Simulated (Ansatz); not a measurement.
C2H5NS can be A, `C1NCS1`, or B, `CC(N)=S`.

Isolated molecules relaxed with PBE0-D4/def2-TZVP in Ansatz; ΔE leaves out vibrations. CCSD(T)/CBS is the MP2 limit (def2-TZVPP, def2-QZVPP) plus CCSD(T) − MP2 in def2-TZVPP, frozen cores. DFT in def2-TZVPP. B3LYP here is the variant with VWN-RPA as its local correlation; programs differ in this. Each species was taken in one conformer, which may not be the lowest.

**Question.** Which isomer does CCSD(T)/CBS put lower? Give the gap. (An estimate is asked.)

**Answer.** Computed: B, by 31.7 kcal/mol.

**Question.** Give E(B) − E(A) in kcal/mol with CCSD(T)/def2-TZVPP, r2SCAN-D4, PBE-D4, LDA (SPW92), PBE0-D4, BLYP-D4, B3LYP-D4. (Estimate.)

**Answer.** Ansatz gave: CCSD(T)/def2-TZVPP -31.4, r2SCAN-D4 -36.2, PBE-D4 -33.6, LDA (SPW92) -33.3, PBE0-D4 -31.6, BLYP-D4 -37.4, B3LYP-D4 -35.7. None reverses the order clearly.

**Question.** Does the order hold for the free energy at 298.15 K (harmonic terms from PBE0-D4)? (Best estimate.)

**Answer.** Computed: Yes: G(B) − G(A) = -33.8 kcal/mol, for one conformer each. Modes under 60 cm⁻¹, often nearly free rotors, make the harmonic entropy too high.

Largest T1 diagnostic: 0.016.

Leaving LDA and LC-ωPBE aside and taking each functional with its dispersion term where it has one, the values, not all of them listed here, spread over 7.6 kcal/mol, from BLYP-D4 to ωB97X-V. At CCSD(T), def2-SVP lies −2.4 kcal/mol from the extrapolated value and def2-TZVPP +0.3 kcal/mol.
